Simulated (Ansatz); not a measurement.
C4H9 (`C[C](C)C`) radical. The species carries charge 0 and has multiplicity 2.

Cartesian coordinates in Å:
```
C 0.1574 0.1405 1.4602
C 0.0562 -0.1893 0.0159
C 1.1510 0.2386 -0.8917
C -1.2854 -0.4566 -0.5621
H -0.5151 -0.4747 2.0646
H 1.1760 0.0078 1.8358
H -0.1154 1.1912 1.6596
H 1.1333 -0.3126 -1.8362
H 1.0716 1.3082 -1.1518
H 2.1343 0.1030 -0.4326
H -1.8396 0.4775 -0.7578
H -1.9070 -1.0503 0.1141
H -1.2173 -0.9832 -1.5182
```

**Question.** List the harmonic frequencies (cm⁻¹, unscaled) at PBE0-D4/def2-TZVP in Ansatz. (Estimate.)

**Answer.** Ansatz gave: 137, 138, 139, 263, 376, 377, 779, 930, 931, 963, 1014, 1014, 1092, 1308, 1308, 1389, 1389, 1412, 1457, 1460, 1460, 1479, 1485, 1485, 2950, 2950, 2959, 3060, 3061, 3062, 3108, 3112, 3112.

**Question.** Is this a minimum?

**Answer.** Yes, all 33 modes are real.

**Question.** Give the ideal-gas thermochemistry at 298.15 K and 1 bar (rigid rotor, harmonic oscillator; point group C3v, symmetry number 3).

**Answer.** Zero-point energy 306.0 kJ/mol; H(298) − E = 325.2 kJ/mol; entropy 314.0 J/(mol·K), of which translation 159.3, rotation 93.5, vibration 55.4, electronic 5.8; G(298) − E = 231.5 kJ/mol.

**Question.** And at 400, 500, 600, 800 and 1000 K?

**Answer.** 
```tsv
T (K)	H − E (kJ/mol)	S (J/mol/K)	G − E (kJ/mol)
400	336.0	345.1	198.0
500	348.9	373.9	162.0
600	364.0	401.3	123.2
800	399.3	451.9	37.8
1000	440.2	497.4	-57.2
```
